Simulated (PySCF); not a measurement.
NO, SMILES O=[N] (connectivity only; charge and spin as stated), charge +1, multiplicity 1.

Geometry: PBE-D3(BJ)/def2-TZVPD.

Two levels are set side by side: PBE/def2-TZVPD (PySCF) and M06-2X/def2-TZVPD (PySCF). Same geometry, gas phase. Differences are taken from unrounded values.

| quantity | M06-2X |
|---|---|
| orbital gap (eV) | 15.74 |
| highest occupied level (eV) | -27.21 |
| lowest empty level (eV) | -11.48 |
| mean polarisability (bohr³) | 6.9 |

What does PBE give, and how far is it from M06-2X? (The exact figures need the calculation; the answer reports its results.)


| quantity | PBE | PBE minus M06-2X |
|---|---|---|
| orbital gap (eV) | 8.48 | -7.25 |
| highest occupied level (eV) | -23.10 | 4.11 |
| lowest empty level (eV) | -14.62 | -3.14 |
| mean polarisability (bohr³) | 7.0 | 0.1 |

Without exact exchange PBE keeps part of each electron's self-repulsion, which lifts occupied levels and narrows the gap. Differences between two approximate levels are no errors against the true value.

Rough cost on one machine, each run with all the roots and properties that it gave: M06-2X against PBE about 4 times.
